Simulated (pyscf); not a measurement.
Structures and frequencies: ωB97X-D3(BJ)/def2-SVP in PySCF.

For `[OH][NbH]([OH])([OH])[OH]` → `[O]=[Nb]([OH])([OH])[OH]` + `[H][H]`, an elimination (singlet surface; H–O, H–Nb broken, H–H formed), PBE/def2-TZVP gives ΔE‡ = 16.5 kcal/mol and ΔE = -15.6 kcal/mol (zero: the reactant's lowest minimum found). In which direction and how far do r²SCAN/def2-TZVP, M06-2X/def2-TZVP, ωB97M-D3(BJ)/def2-TZVP move these?

r²SCAN: ΔE‡ = 18.6 kcal/mol, ΔE = -13.8 kcal/mol; M06-2X: ΔE‡ = 24.1 kcal/mol, ΔE = -13.6 kcal/mol; ωB97M-D3(BJ): ΔE‡ = 22.9 kcal/mol, ΔE = -13.5 kcal/mol. PBE's barrier lies under all of them, by 2.1 to 7.6 kcal/mol. Its reaction energy lies under all of them, by 1.8 to 2.1 kcal/mol. At the saddle there is also a short H–Nb contact that neither side keeps. This is the saddle that the search found; another between the same sides may lie lower. Elements past Kr carry the def2 core potentials, without spin-orbit coupling.
